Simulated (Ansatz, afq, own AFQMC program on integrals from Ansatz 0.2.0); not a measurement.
## BNH, quartet, reference energies and how methods fare

```csv
atom,x (Å),y (Å),z (Å)
B,0.0000,-0.1852,0.7730
N,0.0000,0.0874,-0.7050
H,0.0000,0.7718,1.5065
```

Geometry: a PBE0/def2-TZVP stationary point, not shown to be a minimum. Basis cc-pVDZ. Only valence electrons are correlated. AFQMC by an in-house program on the Cholesky factors that Ansatz 0.2.0 writes for its CCSD(T) run. ph-AFQMC/CISD is guided by a CISD state made of CCSD amplitudes; releasing the constraint for a short imaginary time cuts its bias at the price of noise, slowly where states lie close. Error bars are statistical, one sigma.

Best estimates are CCSD(T) at the basis-set limit (def2-TZVPP/QZVPP) plus the step from CCSD(T) to the highest rung at hand in cc-pVDZ, named in the table (released AFQMC can keep some 10 meV of bias). No zero-point, core-correlation or spin–orbit terms. Other levels are in cc-pVDZ, the functionals in def2-TZVP; a dash marks a level that is missing or breaks spin symmetry for a member.

Cautions: BNH (quartet): lower spins were not checked; BNH⁺ (quintet): another spin lies lower, the ph-AFQMC/HF walk drifts between its halves (2.2 errors); BNH⁺ (triplet): lower spins were not checked, raised T1 diagnostic (T1 0.043, weight of the determinant 0.89, largest double 0.06), its ph-AFQMC/CISD value lies 28 ± 4 meV above CCSDTQ; row 1: this isn't the first ionization; row 2: this needn't be the first ionization.

```csv
process,best estimate (kcal/mol),highest rung
"to charge +1, quintet (vertical)",284.0,CCSDTQ
"to charge +1, triplet (vertical)",206.4,CCSDTQ
to free atoms,141.3,CCSDTQ
```

Errors against the best estimates in kcal/mol, the processes numbered in the order above:

```
        level      error, 1    error, 2      error, 3
          MP2         -12.7        -3.6         -15.2
      CCSD(T)         -11.8        -6.3         -18.2
ph-AFQMC/CISD  -11.9 ± 0.07  -6.4 ± 0.1  -18.0 ± 0.05
  CCSD(T)/CBS           0.0         0.5          -0.4
          PBE           0.9        -1.8          15.1
       r2SCAN          -4.1         3.2          10.3
         PBE0           0.6         2.9          10.1
        B3LYP           4.3         2.1           9.6
      wB97M-V           2.5        -3.2           5.7
       B2PLYP           0.5        -0.3           4.3
```

Cost at the first geometry (cards were shared with other jobs): PBE0/cc-pVDZ, 0.48 s on 1 thread of AMD EPYC 7R13 Processor (Zen 3) (shared host); UCCSD(T)/cc-pVDZ, 5.5 s on 1 × NVIDIA H100 80GB HBM3 with 1 thread of AMD EPYC 7R13 Processor (Zen 3), with other jobs on the host; CCSD(T)/def2-QZVPP, 4.9 s on 1 × NVIDIA H100 80GB HBM3 with 1 thread of AMD EPYC 7R13 Processor (Zen 3) (shared host); CCSDT(Q), 5.5 s on 1 × NVIDIA H100 80GB HBM3 with 1 thread of AMD EPYC 7R13 Processor (Zen 3), on a shared host; ph-AFQMC/CISD with release, 32 s on 1 × NVIDIA H100 80GB HBM3 with 2 threads of AMD EPYC 7R13 Processor (Zen 3), with other jobs on the host.

Best estimates are given only where the step beyond CCSD(T) is under 0.3 eV and no member's determinant is very poor (T1 over 0.05, or 0.07 for open shells, ⟨S²⟩ too high by 0.3, two states mixed), so the hardest cases are missing from such tables.

The functionals ran in a triple-zeta set and keep a basis error of their own, a few kJ/mol for each bond in atomization energies and more for double hybrids, so close places among them and the extrapolated levels can swap.

CCSDT and higher add their correlation energy to the determinant of the CCSD(T) run, since their own runs factorise the integrals more tightly (a shift of under 2 meV). Each member of a difference takes its own highest rung, so a best estimate needn't equal the limit plus the step of one row. A walk keeps the symmetry of its determinant, which the program's search chose and which needn't be the lowest solution, so a lower state of the same spin and another symmetry isn't excluded.
